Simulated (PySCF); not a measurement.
## Ionisation of tetrahydrofuran

System: tetrahydrofuran, `C1CCOC1` (C4H8O). Coordinates in Å; atoms count from 1 in this order:
```
C    -0.4628    1.0039   -0.0646
C     0.9754    0.4943    0.1609
C     0.8206   -1.0312    0.0746
O    -0.3416   -1.2517   -0.6805
C    -1.2660   -0.2924   -0.2393
H    -0.8391    1.6114    0.7709
H    -0.5201    1.6218   -0.9723
H     1.6485    0.8632   -0.6262
H     1.3955    0.8099    1.1267
H     0.7103   -1.4651    1.0903
H     1.6605   -1.5391   -0.4209
H    -1.7134   -0.6017    0.7285
H    -2.0760   -0.2213   -0.9794
```

Energies: ωB97X-D3(BJ)/ma-def2-TZVP (PySCF, density fitting, integration grid level 2) on PBE0-D3(BJ)/def2-SVP structures. The prefix ma- adds one diffuse s and one diffuse p function on all atoms but H. ωB97X-D3(BJ) is ωB97X-V with D3(BJ) in place of VV10. Zero-point and thermal terms (298.15 K, 1 bar) come from unscaled PBE0-D3(BJ)/def2-SVP harmonic frequencies, with soft modes damped to free rotors in the entropy.

Frontier levels of the parent: HOMO -9.91 eV, LUMO 1.29 eV.

Oxidation to the radical cation:
| Quantity | Value |
| --- | --- |
| Vertical ionisation energy (electronic) | 9.81 eV |
| Adiabatic ionisation energy (with zero-point energy) | 9.28 eV |
| Adiabatic, electronic part | 9.39 eV |
| Vertical gap at the product's structure | 9.18 eV |
| Inner reorganisation energy (four-point) | 628 meV |
| Relaxation of product / of parent | 419 / 210 meV |
| ⟨S²⟩ of the product | 0.755 |
| Largest spin populations | O4 0.71, H (on C3) 0.09, H (on C5) 0.09 |
| Largest changes of atomic charge | O4 0.42, H (on C3) 0.13, H (on C5) 0.12, H (on C5) 0.09 |
| Distances that move most (Å) | C5–H 1.099 → 1.122; C2–C3 1.536 → 1.514; C1–C5 1.535 → 1.515; C3–H 1.110 → 1.122 |
| Potential in acetonitrile | 6.89 V absolute, 2.35 V against Fc+/Fc computed at 4.54 V (solvation -13 → -245 kJ/mol) |

Solvents are IEF-PCM continua (electrostatics only, gas-phase structures); absolute potentials refer to an electron at rest in vacuum. Fc+/Fc in acetonitrile, 4.54 V, is ωB97X-D3(BJ)/ma-def2-TZVP on PBE0-D3(BJ)/def2-SVP structures with GFN2-xTB thermal terms. Benchmark calculations put it near 5.0 V in acetonitrile and DMSO, so it is about 0.5 V low, and the value against it can read up to that much too high.

Measured values (NIST Chemistry WebBook, evaluated or the median of agreeing entries): vertical ionisation energy 9.65 eV (computed 9.81, difference 0.16); adiabatic ionisation energy 9.40 eV (computed 9.28, difference -0.12).
